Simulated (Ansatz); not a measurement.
2H MoTe2 was calculated with r²SCAN+rVV10 in Ansatz (plane waves, PAW).

Run with plane-wave cutoff 600 eV, 12×12×4 k mesh (along the axes of the cell as run), finite displacements, no spin polarisation, scalar-relativistic PAW data made under PBE.

Computed at the level's own relaxed cell.

```
MoTe2
1.0
    3.54192     0.00000     0.00000
   -1.77096     3.06739     0.00000
    0.00000     0.00000    14.17913
Te Mo
4 2
Direct
  0.66667   0.33333   0.37656
  0.33333   0.66667   0.87656
  0.33333   0.66667   0.62344
  0.66667   0.33333   0.12344
  0.66667   0.33333   0.75000
  0.33333   0.66667   0.25000
```

Harmonic phonon frequencies (cm⁻¹; i marks an imaginary mode; at Γ without the LO shift):

| q point | frequencies |
|---|---|
| Γ | 0 0 0 24 24 36 118 118 120 120 174 178 238 238 238 238 289 293 |

Ansatz is a first-principles code.
